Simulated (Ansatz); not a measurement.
A calculation with Ansatz (development build ahead of 0.2.0).

```yaml
crystal:
  periodic: [false, false, false]
  atoms:
    - { symbol: H, position_ang: [-2.50068, 0.0664, 0.0] }
    - { symbol: O, position_ang: [-1.554, -0.08652, 0.0] }
    - { symbol: H, position_ang: [-1.1689, 0.79197, 0.0] }
basis:
  gaussian: { orbitals: cc-pVTZ }
hamiltonian:
  xc: hf
correlation:
  method: mp2
  frozen_orbitals: { H: 0, O: 1 }
```

The input is written out in the form of the current development build from the run's settings.

Results

| Quantity | Value |
| --- | --- |
| Converged | yes |
| Reference energy | -76.05704 hartree |
| Correlation energy | -0.26160 hartree |
| Total energy | -76.31863 hartree |
| Spin squared of the determinant | 0.000 |
| Stability test | minimum among restricted orbitals |
| Occupied orbitals by symmetry in an Abelian subgroup (alpha; beta) | 4 A' 1 A''; 4 A' 1 A'' |
